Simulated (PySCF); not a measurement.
O: electron affinity

O⁻ [He] 2s2 2p5 (2P) → O [He] 2s2 2p4 (3P), as a difference of total energies. Computed with PySCF 2.14 in aug-cc-pCVTZ-DK (7s6p4d2f, 59 functions), with the spin-free X2C one-electron Hamiltonian (Gaussian nucleus). Correlated levels: valence: 1s2 frozen. The calculations carry no spin-orbit coupling.

Task: Order these methods by the electron affinity they give, lowest first.
A. MP2 (valence)
B. SCS-MP2 (valence)
C. CCSD(T) (valence)
D. CCSD (valence)

Result: D (1.179 eV), C (1.329 eV), B (1.380 eV), A (1.414 eV).

Errors of the correlated levels include the incompleteness of this basis and the frozen core.

A negative affinity means that the anion lies above the atom at that level of theory.

For comparison: 1.461 eV (measured; photodetachment measurements, as compiled on the Wikipedia data page of electron affinities).
